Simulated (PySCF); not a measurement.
# Calculated NMR parameters of (Z)-pent-2-en-4-ynenitrile

```yaml
Formula: C5H3N
SMILES: C#C/C=C\C#N
InChI: InChI=1S/C5H3N/c1-2-3-4-5-6/h1,3-4H/b4-3-
Point_group_of_the_computed_structure: Cs
Degrees_of_unsaturation: 5
Carbon_signals: 5
Proton_signals: 3
```

Bonds (- single, = double, # triple, : aromatic): C1#C2 1.214 Å, C2-C3 1.416 Å, C3=C4 1.351 Å, C4-C5 1.423 Å, C5#N6 1.160 Å. C1 carries H7; C3 carries H8; C4 carries H9. Stereochemistry as in C#C/C=C\C#N.

Non-relativistic, one conformer, gas phase. σ from GIAO-PBE0/pcSseg-1; couplings computed with B3LYP/pcJ-1; PBE0-D3(BJ)/def2-SVP structure; PySCF.

References, each an isolated molecule treated in the same way: 1H (σ = 31.27 ppm) and 13C (σ = 184.41 ppm) against TMS; 15N (σ = 265.67 ppm) against NH3.

| carbon | δC, type | δH (multiplicity, J in Hz) | HMBC from (abs. J ≥ 3 Hz) | span of the C tensor (ppm) |
| --- | --- | --- | --- | --- |
| C1 | 105.0, CH | 4.06 (dd, 4.1, 1.6) | H8 | 145 |
| C2 | 81.2, C | – | H9, H7 | 295 |
| C3 | 136.7, CH | 6.17 (dd, 13.2, 4.1) | H7 | 234 |
| C4 | 119.1, CH | 5.59 (dd, 13.2, 1.6) | – | 210 |
| C5 | 120.3, C | – | H8 | 344 |

Other nuclei:
```tsv
atoms	nucleus	environment	δ (ppm)	σ (ppm)
N6	15N	nitrile nitrogen	339.1	-73.5
```

Selected couplings (Hz, signed; the shortest-range and largest first, 30 at most; isotopes 13C, 1H, 15N): 1J(C1,H7) 281.8, 1J(C1,C2) 217.2, 1J(C4,H9) 184.9, 1J(C3,H8) 177.7, 1J(C2,C3) 103.8, 1J(C4,C5) 95.0, 1J(C3,C4) 87.5, 1J(C5,N6) -20.2, 2J(C1,C3) 11.1, 2J(C2,C4) -4.9, 2J(C4,N6) 4.7, 2J(C3,C5) -3.2, 3J(H8,H9) 13.2, 3J(C2,C5) 7.2, 3J(C1,C4) 6.7, 3J(C3,N6) -2.2, 3J(N6,H9) -1.8, 4J(H7,H8) -4.1, 4J(C1,C5) -2.1.

Carbon types of the structure: 2 × C, 3 × CH, which accounts for all hydrogens. δC 136.7, 119.1: alkene CH; as expected for a trigonal carbon in a double bond. δC 120.3: nitrile carbon; this is the usual window of a C≡N carbon, which has no attached hydrogen. δC 105.0: terminal alkyne carbon; the triple bond shields along its axis, which puts it between sp3 and sp2 carbons. δC 81.2: alkyne carbon; the triple bond shields along its axis, which puts it between sp3 and sp2 carbons. δH 6.17, 5.59: hydrogen on an alkene CH; a vinylic proton, deshielded by the sp2 carbon and the C=C anisotropy. The protons at 6.17 and 5.59 share a coupling of 13.2 Hz (vicinal, cis across C=C).

Splittings below 1 Hz are ignored in the labels, and close J values are merged. Unscaled 3J(H,H) at this level run about 10 % above measured values. Shifts are as computed. Against solution values, carbons near 30 ppm lie about +2 ppm off and those near 130 ppm about +5 ppm. Of 1211 compounds with measured shifts, 218 miss one by over three times the rms of a fit or turn the order of signals round; such compounds aren't used in these exercises. Experimental scales use liquid or dissolved standards, which lie at an offset from isolated NH3 (liquid NH3: subtract about 20 ppm). Unscaled 15N shifts of sp2 nitrogen come out 20 to 40 ppm too high even then.
